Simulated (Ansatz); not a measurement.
Energy needed to pull apart C$_{2}$H$_{2}$F$_{2}$ (SMILES FC=CF), closed shell, into free ground-state atoms, from the structure below (displaced at random from a GFN2-xTB minimum); no zero-point or spin–orbit terms; open-shell atoms are treated unrestricted, in their ground-state multiplicity.

F1  (-0.980, -0.116, -1.511)
C2  (0.221, -0.011, -0.665)
C3  (-0.066, -0.083, 0.749)
F4  (1.102, -0.131, 1.420)
H5  (1.016, 0.090, -1.256)
H6  (-0.987, -0.129, 1.336)
(Å)

Ansatz 0.2.0; basis: def2-TZVPP; cores frozen in the correlated methods.

```
      method  atomization energy (eV)
      PBE-D4                        ?
   r2SCAN-D4                    24.08
     PBE0-D4                    24.04
    HSE06-D4                    24.08
CAM-B3LYP-D4                        ?
     wB97M-V                    23.96
          HF                    16.00
         MP2                    24.03
        CCSD                    22.66
     CCSD(T)                    23.26
```

What does PBE-D4 give? (Judge from chemistry; the value comes from the calculation.)

By the calculation: 25.18 eV, which is about 1.92 eV more than CCSD(T)/def2-TZVPP.

What does CAM-B3LYP-D4 give? (To be estimated.)

Computed: 24.02 eV, which is about 0.76 eV more than CCSD(T)/def2-TZVPP.

In triple zeta the MP2 and coupled-cluster atomization energies are still short of their basis limit by a few kcal/mol a bond, whereas those of the functionals are nearly converged, so these differences are not deviations from converged CCSD(T).

The T1 diagnostic stays at or below 0.015. The restricted Hartree–Fock reference is unstable towards an unrestricted one here.

For scale, one of the runs: CCSD(T)/def2-TZVPP forces, 152 basis functions (an equivalent command: `ansatz run in.yaml --threads 4`). Hardware: 4 CPU threads, shared host. Wall time 78 s; peak host memory 2.1 GiB.
